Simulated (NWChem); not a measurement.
Correlation energy of ClNa

SMILES: [Na][Cl]
```xyz
2

Na     0.0000     0.0000    -1.4209
Cl     0.0000     0.0000     0.9194
```
Charge 0, spin multiplicity 1.

The numbers come from NWChem runs, not from measurements. The geometry was optimised at B3LYP/def2-SVP, a minimum by its harmonic frequencies.

Basis set: cc-pVTZ. Each correlation energy counts from its own Hartree-Fock reference.

The correlated methods keep 6 core orbitals frozen. The structure started from a generated list of species. Coupled-cluster values serve here as a point of comparison, not as the truth.

### Question
Order these methods by the correlation energy they give, lowest first: MP2, SCS-MP2, CR-CCSD[T], CCSD, CCSD+T(CCSD).

### Answer
CCSD+T(CCSD) (-237.0 mHa), CR-CCSD[T] (-235.7 mHa), CCSD (-228.5 mHa), MP2 (-211.8 mHa), SCS-MP2 (-208.4 mHa)
